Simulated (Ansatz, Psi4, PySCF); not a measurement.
System: dimethylether, C$_{2}$H$_{6}$O, charge 0, multiplicity 1. SMILES: COC
Coordinates optimised at B3LYP-D3(BJ)/def2-TZVP (Ansatz, a first-principles code):
```
O
C 1 1.4094
H 2 1.0890 1 107.47
H 2 1.0983 3 109.03 1 -120.94
H 2 1.0983 3 109.03 4 -118.12
C 1 1.4094 2 112.50 3 -180.00
H 6 1.0890 1 107.47 2 180.00
H 6 1.0983 7 109.03 1 120.94
H 6 1.0983 7 109.03 8 118.12
```

wB97X-D/6-31G* beside other levels, property by property. Set-up: open shells spin-unrestricted; six Cartesian d functions in 6-31G* and its kin unless marked 5d; valence correlation only; no spin-orbit coupling; atomisation electronic, to ground-state atoms; no dispersion term unless named; 6-311+G** with 5d; non-relativistic. Basis-set limits of correlation are two-point, X^-3; Hartree-Fock from the larger set. [CCSD(T)-MP2]/basis is that difference in the basis named. Ab initio and DFT rows: single points at B3LYP-D3(BJ) geometries (Ansatz), with unscaled harmonic terms from B3LYP/6-31G* at its own minima, enthalpies of formation by atomisation with measured atoms.

Measured values: Active Thermochemical Tables 1.112 (ions: stationary electron), as tabulated in the package chemicals; Active Thermochemical Tables 1.112 (ions: stationary electron), as tabulated in the package chemicals; G2/97 table in ASE (Curtiss et al.); NIST CCCBDB, as tabulated in the package chemicals; they hold spin-orbit and core effects, anharmonicity. Coupled cluster (Ansatz) is a level with limits of its own, used here on species with T1 under 0.025 (0.045 for open shells) and stable references: (a) RI-MP2/CBS(aug-cc-pVTZ,aug-cc-pVQZ)+[CCSD(T)-MP2]/aug-cc-pVTZ; (b) RI-MP2/CBS(cc-pVTZ,cc-pVQZ)+[CCSD(T)-MP2]/cc-pVTZ.

```
property                                                                          wB97X-D/6-31G* (Psi4)  BP86/def2-SVP (PySCF)  B3LYP/6-311+G** (Ansatz)  M06-2X/6-31G* (5d) (PySCF)            to compare with
--------------------------------------------------------------------------------  ---------------------  ---------------------  ------------------------  --------------------------  -------------------------
C-O bond dissociation enthalpy at 298 K, to [CH3] (CH3) + C[O] (CH3O) (kcal/mol)                   83.3                   82.1                      74.5                        87.2              83.1 measured
proton affinity at O (heteroatom site), enthalpy at 298 K, to C[OH+]C (kcal/mol)                  190.7                  189.0                     189.1                       187.2  189.4 coupled cluster (b)
size of the dipole moment (D)                                                                      1.35                   1.19                      1.45                        1.35              1.30 measured
atomisation energy (kcal/mol)                                                                     798.7                  823.8                     790.5                       800.0  798.6 coupled cluster (a)
enthalpy of formation at 298 K (kcal/mol)                                                         -43.9                  -69.0                     -35.6                       -45.2             -44.0 measured
C-H bond dissociation enthalpy at 298 K, to [CH2]OC + H atom (kcal/mol)                            96.2                   93.2                      93.2                        97.4   97.0 coupled cluster (b)
```

As the rows show:
- C-O bond dissociation enthalpy at 298 K, to [CH3] (CH3) + C[O] (CH3O): wB97X-D/6-31G* lies 0.2 kcal/mol above the measured value.
- proton affinity at O (heteroatom site), enthalpy at 298 K, to C[OH+]C: wB97X-D/6-31G* lies 1.3 kcal/mol above coupled cluster.
- size of the dipole moment: wB97X-D/6-31G* lies 0.05 D above the measured value.
- atomisation energy: wB97X-D/6-31G* lies 0.1 kcal/mol above coupled cluster.
- enthalpy of formation at 298 K: wB97X-D/6-31G* lies 0.1 kcal/mol above the measured value.
- C-H bond dissociation enthalpy at 298 K, to [CH2]OC + H atom: wB97X-D/6-31G* lies 0.8 kcal/mol below coupled cluster.

The properties are those with a value to compare with, at most eight drawn at random. No case is left out for the size of its miss. Left out are saddle points of the reference geometry, anions that the best level run finds unbound, excited spin states, species near biochemistry, cases with under five habitual levels, runs that failed or whose electronic state is in doubt, and table entries that another table contradicts.
